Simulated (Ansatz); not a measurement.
Reaction (SMILES): ClCCl + 2 [H][H] (H2) → C (CH4) + 2 Cl (HCl)
B3LYP-D3(BJ)/def2-TZVP geometries, fixed; electronic energies without zero-point terms.
Largest species:
```
C
H 1 1.0832
H 1 1.0832 2 111.91
Cl 1 1.7804 2 108.02 3 118.77
Cl 1 1.7804 2 108.02 3 -118.77
```

The energy of full hydrogenation at CCSD(T) with Ansatz (an electronic-structure program), in kcal/mol, split into its Hartree-Fock and correlation parts. Cores are frozen. No added dispersion term, no relativity. Functions are those of the species that has most.

```csv
basis,X,functions,Hartree-Fock,CCSD(T)
cc-pV(D+d)Z,2,70,-55.90,-48.37
cc-pV(T+d)Z,3,136,-52.44,-46.47
cc-pV(Q+d)Z,4,243,-52.28,-45.53
```

Worked estimate of the basis-set limit from each neighbouring pair, with Hartree-Fock from the larger set and the correlation part extrapolated as X^-3.
Correlation parts: X = 2: 7.53, X = 3: 5.97, X = 4: 6.75.
- (2,3): (27·(5.97) - 8·(7.53))/19 = 5.31; with Hartree-Fock -52.44 the estimate is -47.13 kcal/mol.
- (3,4): (64·(6.75) - 27·(5.97))/37 = 7.32; with Hartree-Fock -52.28 the estimate is -44.96 kcal/mol.
The last two estimates differ by 2.17 kcal/mol; the largest set lies 0.57 from the last. Over the last step Hartree-Fock moves by 0.16 and the correlation part by 0.78.
